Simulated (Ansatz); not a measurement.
# CH₂Cl− (SMILES [CH2-]Cl): one structure at several levels

The task here is to estimate one member of a computed series from the others.

Method: single points in def2-TZVPPD; program: Ansatz 0.2.0, Gaussian basis.

Cores are frozen in the correlated methods.

### Where the work starts

SMILES `[CH2-]Cl`, 4 atoms, charge -1, spin multiplicity 1.

Atoms are counted from 1 here; the program's logs count them from 0.

Bond lengths: C1–Cl2 1.907 Å, C1–H3 1.208 Å, C1–H4 1.168 Å. Angles: Cl2–C1–H3 104.9°, Cl2–C1–H4 104.4°, H3–C1–H4 103.8°.

Coordinates:

```xyz
4

C     0.30380   -0.34950    0.22760
Cl   -0.45910    1.31530    0.76030
H    -0.64090   -1.04620   -0.05820
H     0.80530   -0.12370   -0.80250
```

Set-up of the first run:

File run/in.yaml:

```yaml
crystal:
  periodic: [false, false, false]
  atoms:
    - {symbol: C, position_ang: [0.303800, -0.349500, 0.227600]}
    - {symbol: Cl, position_ang: [-0.459100, 1.315300, 0.760300]}
    - {symbol: H, position_ang: [-0.640900, -1.046200, -0.058200]}
    - {symbol: H, position_ang: [0.805300, -0.123700, -0.802500]}
basis:
  gaussian: {orbitals: "def2-TZVPPD.json"}
total_charge: -1
correlation: {method: ccsd_t}
output: {forces: true}
```

The basis file named in the input lies beside it (Basis Set Exchange, JSON).

No record of the launch command was kept for these runs.

Among the steps run: CCSD(T)/def2-TZVPPD; PBE0-D4/def2-TZVPPD; wB97M-V/def2-TZVPPD; r2SCAN-D4/def2-TZVPPD; PBE-D4/def2-TZVPPD; wB97X-V/def2-TZVPPD; LC-wPBE/def2-TZVPPD.

One table of the session follows, with a row left open; its other results are not shown here.

```
   method  RMS force component (eV/Å)  angle to CCSD(T) forces (°)
  CCSD(T)                       0.987                    reference
  PBE0-D4                       0.987                          6.5
  wB97M-V                           ?                            ?
r2SCAN-D4                       0.960                          1.9
   PBE-D4                       0.853                          3.0
  wB97X-V                       1.027                          5.1
  LC-wPBE                       1.087                         13.5
```

Q: Estimate the row for wB97M-V from the others.

The run gave: RMS force component (eV/Å): 1.050; angle to CCSD(T) forces (°): 3.2. In the column «RMS force component (eV/Å)» it lies between wB97X-V (1.027) and LC-wPBE (1.087).

To keep in mind: The anion's highest level is positive in at least one run, so there the basis alone may hold the extra electron.
